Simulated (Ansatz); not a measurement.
CH5MgN (`[CH3][Mg][NH2]`), charge 0, multiplicity 1.

Problem. Give a relaxed structure at PBE0-D4/def2-TZVP (the Gaussian-basis code of Ansatz). (An estimate is asked.)

Solution. The calculation gave: 
Cartesian coordinates in Å:
```
C 0.388 1.694 0.181
Mg -0.073 -0.322 -0.036
N -0.493 -2.156 -0.231
H -0.354 2.215 0.795
H 0.424 2.209 -0.784
H 1.360 1.839 0.661
H 0.066 -2.855 -0.700
H -1.317 -2.625 0.114
```
Point group Cs.
